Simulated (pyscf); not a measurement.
Thermochemistry of product channels of H₂C=CH–F + difluorocarbene (F–C:–F) [singlet] on the singlet surface, in eV, from ωB97M-D3(BJ)/def2-TZVP energies (ideal gas, 1 atm, RRHO with modes under 100 cm⁻¹ raised to 100, one conformer, R ln 2 for chiral ones without a mode under 150 cm⁻¹). PySCF, gas phase, ωB97X-D3(BJ)/def2-SVP geometries.

| products | ΔE | ΔH(298 K) | ΔG(600 K) | ΔG(1200 K) |
|---|---|---|---|---|
| H₂C=C(F)–CH(F)–F | (withheld) | -2.31 | -1.23 | (withheld) |
| cyclic C₃H₃F₃ (SMILES FC1CC1(F)F) | -1.82 | -1.69 | -0.58 | +0.49 |

**Question.** Complete the blanks.

**Answer.** 
- H₂C=C(F)–CH(F)–F, ΔE: -2.46
- H₂C=C(F)–CH(F)–F, ΔG(1200 K): -0.20

The channel to cyclic C₃H₃F₃ (SMILES FC1CC1(F)F) turns unfavourable between 298 and 1200 K (ΔG from -1.14 eV to +0.49 eV).

These are energies of the channels, which say nothing of barriers.
